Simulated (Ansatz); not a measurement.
# Si₂H₂ (quintet): from Hartree-Fock to the top rungs, def2-TZVPP

One table from this session's results is given with a row withheld; the runs are named, their logs left out.

Method: def2-TZVPP, core rule «outside noble gas», up to 10 orbitals frozen; program: Ansatz 0.2.0, Gaussian basis.

To be run: UHF; ROHF; CCSD(T) on UHF.

2 further runs of the same task are left out: 2 set aside as unsound or not needed.

**The geometry**

The geometry is a PBE0/def2-TZVP stationary point (not a proven minimum) of the parent state, kept for this charge and spin.

4 atoms, charge 0, spin multiplicity 5.

Atoms are counted from 1 here; the program's logs count them from 0.

Bond lengths: Si1–Si2 2.273 Å, Si1–H3 1.514 Å, Si2–H4 1.514 Å. Angles: Si2–Si1–H3 104.6°, Si1–Si2–H4 104.6°.

Set-up of the first run:

in.yaml

```yaml
crystal:
  periodic: [false, false, false]
  atoms:
    - {symbol: Si, position_ang: [0.000000, -0.135595, 1.128508]}
    - {symbol: Si, position_ang: [0.000000, 0.135595, -1.128508]}
    - {symbol: H, position_ang: [0.000000, 1.273421, 1.682307]}
    - {symbol: H, position_ang: [0.000000, -1.273421, -1.682307]}
basis:
  gaussian: {orbitals: def2-TZVPP}
magnetization: {spin_polarized: true, initial_magnetization: 4}
hamiltonian: {xc: hf}
output: {orbitals: {seedname: orbitals}}
```

Started as:

```bash
$ ansatz run in.yaml --threads 1 --pin off --events-out ev --progress --plain --max-ram 4096MiB --backend cpu
```

Among the steps run: UHF; ROHF; CCSD(T) on UHF.

One table of the session follows, with a row left open; its other results are not shown here.

```
  method  from UCCSD(T) (kcal/mol)
    ROHF                   +127.66
     UHF                         ?
    UMP2                    +26.92
   UCCSD                     +4.86
UCCSD(T)                         0
```

**Question.** Estimate the row for UHF.

As computed: from UCCSD(T) (kcal/mol): +125.05. In the column «from UCCSD(T) (kcal/mol)» it lies between UMP2 (+26.92) and ROHF (+127.66).
